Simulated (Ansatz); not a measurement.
Input file:

```yaml
crystal:
  periodic: [false, false, false]
  atoms:
    - {symbol: N, position_ang: [0.000000, 0.000000, 0.598418]}
    - {symbol: O, position_ang: [0.000000, 0.000000, -0.663532]}
    - {symbol: H, position_ang: [0.000000, 0.876220, 1.108323]}
    - {symbol: H, position_ang: [0.000000, -0.876220, 1.108323]}
basis:
  gaussian: {orbitals: cc-pVDZ}
magnetization: {spin_polarized: true, initial_magnetization: 3}
hamiltonian: {xc: {name: PBE}}
output: {orbitals: {seedname: orbitals}}
```

```sh
$ ansatz run in.yaml --threads 1 --pin off --events-out ev --progress --plain --max-ram 2393MiB
```

Log:

```
449 factors; their error is unknown
mean field evaluation 1: about -3553.8938 eV, gradient 2.7e1 eV
mean field evaluation 2: about -3539.0432 eV, gradient 6.5e1 eV
mean field evaluation 4: about -3556.7836 eV, gradient 2.8e0 eV
mean field evaluation 8: about -3556.8011 eV, gradient 9.1e-3 eV
mean field evaluation 16: about -3555.1382 eV, gradient 2.5e0 eV
mean field -3556.80111821 eV, -130.7100302078 hartree, gradient 1.9e-5 eV, S^2 3.753140; 0 other end points of the search recorded, 0 dependent functions left out
reference -3556.80113883 eV, -130.7100309656 hartree; 10, 7 occupied and 28, 31 virtual orbitals, 449 factors
Total energy: -3556.80113883 eV, -130.7100309656 hartree
```

Ran on 1 thread of Intel Xeon Platinum 8259CL, shared host: 0.72 s wall, 0.19 GiB peak host memory.
